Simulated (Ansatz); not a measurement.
**The pair FH···ClH: a pair, distance and angle**

A grid of calculations on the pair FH···ClH, to see where the energy is lowest and how it rises around there.

Computed with Ansatz 0.2.0. Level: RHF/def2-TZVPD.

### 1 The starting structure

4 atoms, charge 0, spin multiplicity 1.

Atoms are counted from 1 here; the program's logs count them from 0.

Bond lengths: F1–H2 0.943 Å, Cl3–H4 1.303 Å.

Coordinates:

```xyz
4

F     0.1627    0.1429   -1.8467
H    -0.1270    0.0725   -0.9523
Cl   -0.6403   -0.0965    1.2077
H     0.6045   -0.1190    1.5912
```

### 5 Setting up the map

The axes are (1) distance Cl3···H2: 15 values from 2.177 to 4.777 Å; (2) turn of F1, H2 about Cl3: 15 values from −60.0 °.

Nothing else is relaxed (both partners rigid). Energies count from the two partners far apart, frozen as in the relaxed pair, each in its own basis (no counterpoise correction). Points are written as (first, second).

(The set-up runs are not shown.)

### 6 Point (2.627 Å, 0.0°)

The input, input.yaml:

```yaml
crystal:
  periodic: [false, false, false]
  atoms:
    - { symbol: F, position_ang: [0.18862, 0.15653, -2.021635] }
    - { symbol: H, position_ang: [-0.143297, 0.090197, -1.184711] }
    - { symbol: Cl, position_ang: [-0.624373, -0.110366, 1.390065] }
    - { symbol: H, position_ang: [0.591987, -0.131026, 1.746509] }
basis:
  gaussian: { orbitals: def2-TZVPD }
hamiltonian:
  xc: hf
output:
  forces: true
```

The run is started by

```bash
> ansatz run input.yaml --threads 1 --pin off --max-ram 2560MiB --backend cpu --events-out ev --progress --plain --runs-dir out
```

Further runs follow: the other points that were computed.

Q: Predict the outcome of this session. Wanted: lowest point; highest computed point; largest force on an atom.

**Answer**, as computed:

| quantity | value |
| --- | --- |
| lowest point | (2.627 Å, 0.0°), −74 meV |
| highest computed point | (2.177 Å, −60.0°), 546 meV above the lowest |
| largest force on an atom (eV/Å) | 0.01 at (2.627 Å, 0.0°) to 1.35 at (2.177 Å, −60.0°); 0.01 at the lowest point |
| time for the whole task | 5 min on 1 thread, shared host |

In words: The lowest computed point is at (2.627 Å, 0.0°), −74 meV from the two partners far apart, frozen as in the relaxed pair, each in its own basis (no counterpoise correction). The grid is coarse, so the lowest point of the scanned range may lie between grid points; coordinates that were held can hide deeper minima. No other kind of well shows on this grid. The highest computed point, (2.177 Å, −60.0°), lies 546 meV above the lowest. Round the minimum the two coordinates are nearly uncoupled. No counterpoise correction was made, so wells between separate parts tend to come out somewhat too deep.
